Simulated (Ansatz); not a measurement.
Ansatz (a first-principles code) input (B3LYP/LANL2DZ): The .json file is the Basis Set Exchange's LANL2DZ.

Ansatz 0.2 input:
```yaml
crystal:
  periodic: [false, false, false]
  atoms:
    - {symbol: O, position_ang: [0.00797430, 0.03127390, 1.17113953]}
    - {symbol: C, position_ang: [0.01594649, 1.23699325, 0.39861600]}
    - {symbol: C, position_ang: [-0.00912020, -1.05942675, 0.35440347]}
    - {symbol: C, position_ang: [0.00238201, 0.77005062, -0.90890318]}
    - {symbol: C, position_ang: [-0.01334858, -0.66592199, -0.94516083]}
    - {symbol: H, position_ang: [-0.01658194, -2.03380540, 0.82240935]}
    - {symbol: H, position_ang: [0.00366830, 1.41506903, -1.77894846]}
    - {symbol: H, position_ang: [-0.02603907, -1.32162564, -1.80630991]}
basis:
  gaussian:
    orbitals: LANL2DZ.json
hamiltonian:
  xc: {name: B3LYP}
total_charge: -1
relax: {f_tol: 0.003, max_steps: 120}
```

Output:

```
WARN ansatz: RAYON_NUM_THREADS=1 ignored (pool sized by the plan → 1); use --threads N
Functional definition: B3LYP
integrals: 0.02 GiB planned
789 factors; integrals over basis functions are off by at most 3.2e-4 eV
mean field: 0.16 GiB planned
mean field evaluation 1: about -6236.8928 eV, gradient 3.6e1 eV
mean field evaluation 2: about -6231.2196 eV, gradient 5.9e1 eV
mean field evaluation 4: about -6240.5671 eV, gradient 2.3e0 eV
mean field evaluation 8: about -6240.5620 eV, gradient 7.5e-2 eV
mean field evaluation 16: about -6240.5620 eV, gradient 2.0e-5 eV
mean field -6240.56200320 eV, -229.3364236129 hartree, gradient 2.0e-5 eV, S^2 0.000000; 0 other end points of the search recorded, 0 dependent functions left out
the calculation of the forces begins
reference -6240.56220668 eV, -229.3364310905 hartree; 18, 18 occupied and 33, 33 virtual orbitals, 789 factors
relax step   1: F+E_penalty+E_count = -6240.56200320 eV  Δ(F+E_penalty+E_count) = +0.000e0 eV  max|allowed force component| = 1.965e0 eV/Å  Δτ_max = 0.0000 Å  (27 SCF iters, accepted)
these checks for a lower state are left out or cut short: starts, cluster_reference, orbital_swaps, neighbouring_geometries, increment
integrals: 0.02 GiB planned
789 factors; integrals over basis functions are off by at most 3.2e-4 eV
mean field: 0.16 GiB planned
mean field -6240.66270783 eV, -229.3401244395 hartree, gradient 1.1e-5 eV, S^2 0.000000; 0 other end points of the search recorded, 0 dependent functions left out
the calculation of the forces begins
reference -6240.66291117 eV, -229.3401319123 hartree; 18, 18 occupied and 33, 33 virtual orbitals, 789 factors
relax step   2: F+E_penalty+E_count = -6240.66270783 eV  Δ(F+E_penalty+E_count) = -1.007e-1 eV  max|allowed force component| = 8.490e-1 eV/Å  Δτ_max = 0.0298 Å  (33 SCF iters, accepted)
these checks for a lower state are left out or cut short: starts, cluster_reference, orbital_swaps, neighbouring_geometries, increment
integrals: 0.02 GiB planned
789 factors; integrals over basis functions are off by at most 3.2e-4 eV
mean field: 0.16 GiB planned
mean field evaluation 32: about -6240.6865 eV, gradient 1.2e-5 eV
mean field -6240.68647966 eV, -229.3409980385 hartree, gradient 1.2e-5 eV, S^2 0.000000; 0 other end points of the search recorded, 0 dependent functions left out
the calculation of the forces begins
reference -6240.68668315 eV, -229.3410055164 hartree; 18, 18 occupied and 33, 33 virtual orbitals, 789 factors
relax step   3: F+E_penalty+E_count = -6240.68647966 eV  Δ(F+E_penalty+E_count) = -2.377e-2 eV  max|allowed force component| = 1.655e-1 eV/Å  Δτ_max = 0.0193 Å  (32 SCF iters, accepted)
these checks for a lower state are left out or cut short: starts, cluster_reference, orbital_swaps, neighbouring_geometries, increment
integrals: 0.02 GiB planned
789 factors; integrals over basis functions are off by at most 3.2e-4 eV
mean field: 0.16 GiB planned
mean field -6240.68770005 eV, -229.3410428866 hartree, gradient 2.5e-5 eV, S^2 0.000000; 0 other end points of the search recorded, 0 dependent functions left out
the calculation of the forces begins
reference -6240.68790355 eV, -229.3410503653 hartree; 18, 18 occupied and 33, 33 virtual orbitals, 789 factors
relax step   4: F+E_penalty+E_count = -6240.68770005 eV  Δ(F+E_penalty+E_count) = -1.220e-3 eV  max|allowed force component| = 6.949e-2 eV/Å  Δτ_max = 0.0054 Å  (27 SCF iters, accepted)
these checks for a lower state are left out or cut short: starts, cluster_reference, orbital_swaps, neighbouring_geometries, increment
integrals: 0.02 GiB planned
789 factors; integrals over basis functions are off by at most 3.2e-4 eV
mean field: 0.16 GiB planned
mean field -6240.68788989 eV, -229.3410498633 hartree, gradient 1.9e-5 eV, S^2 0.000000; 0 other end points of the search recorded, 0 dependent functions left out
the calculation of the forces begins
reference -6240.68809342 eV, -229.3410573430 hartree; 18, 18 occupied and 33, 33 virtual orbitals, 789 factors
relax step   5: F+E_penalty+E_count = -6240.68788989 eV  Δ(F+E_penalty+E_count) = -1.898e-4 eV  max|allowed force component| = 2.367e-2 eV/Å  Δτ_max = 0.0022 Å  (27 SCF iters, accepted)
these checks for a lower state are left out or cut short: starts, cluster_reference, orbital_swaps, neighbouring_geometries, increment
integrals: 0.02 GiB planned
789 factors; integrals over basis functions are off by at most 3.2e-4 eV
mean field: 0.16 GiB planned
mean field -6240.68790614 eV, -229.3410504603 hartree, gradient 7.9e-5 eV, S^2 0.000000; 0 other end points of the search recorded, 0 dependent functions left out
the calculation of the forces begins
reference -6240.68810965 eV, -229.3410579394 hartree; 18, 18 occupied and 33, 33 virtual orbitals, 789 factors
relax step   6: F+E_penalty+E_count = -6240.68790614 eV  Δ(F+E_penalty+E_count) = -1.625e-5 eV  max|allowed force component| = 9.143e-3 eV/Å  Δτ_max = 0.0007 Å  (24 SCF iters, accepted)
these checks for a lower state are left out or cut short: starts, cluster_reference, orbital_swaps, neighbouring_geometries, increment
integrals: 0.02 GiB planned
789 factors; integrals over basis functions are off by at most 3.2e-4 eV
mean field: 0.16 GiB planned
mean field -6240.68790955 eV, -229.3410505856 hartree, gradient 2.1e-5 eV, S^2 0.000000; 0 other end points of the search recorded, 0 dependent functions left out
the calculation of the forces begins
reference -6240.68811307 eV, -229.3410580651 hartree; 18, 18 occupied and 33, 33 virtual orbitals, 789 factors
relax step   7: F+E_penalty+E_count = -6240.68790955 eV  Δ(F+E_penalty+E_count) = -3.410e-6 eV  max|allowed force component| = 1.200e-3 eV/Å  Δτ_max = 0.0004 Å  (22 SCF iters, accepted)
integrals: 0.02 GiB planned
789 factors; integrals over basis functions are off by at most 3.2e-4 eV
mean field: 0.16 GiB planned
mean field evaluation 64: about -6240.6363 eV, gradient 1.4e-1 eV
mean field -6240.68790955 eV, -229.3410505856 hartree, gradient 2.1e-5 eV, S^2 0.000000; 1 other end points of the search recorded, 0 dependent functions left out
the calculation of the forces begins
reference -6240.68811307 eV, -229.3410580651 hartree; 18, 18 occupied and 33, 33 virtual orbitals, 789 factors
Total energy: -6240.68811307 eV, -229.3410580651 hartree
Atom 0 at     0.008234     0.033465     1.207384 Å, force     0.000001     0.000031     0.000179 eV/Å
Atom 1 at     0.016558     1.291092     0.402901 Å, force     0.000007     0.000434     0.000311 eV/Å
Atom 2 at    -0.009398    -1.090059     0.362513 Å, force    -0.000001    -0.000550     0.000819 eV/Å
Atom 3 at     0.002411     0.779187    -0.919548 Å, force    -0.000016    -0.001200    -0.000421 eV/Å
Atom 4 at    -0.013496    -0.675118    -0.952500 Å, force     0.000011     0.000936     0.000137 eV/Å
Atom 5 at    -0.016865    -2.066649     0.833374 Å, force     0.000006     0.000919    -0.000668 eV/Å
Atom 6 at     0.003584     1.419097    -1.798482 Å, force     0.000003     0.000060     0.000398 eV/Å
Atom 7 at    -0.026148    -1.318408    -1.828397 Å, force    -0.000012    -0.000630    -0.000755 eV/Å
Dipole moment:    -0.013426    -0.938307    -0.506335 e Å
```

The dipole moment of an ion depends on the origin.
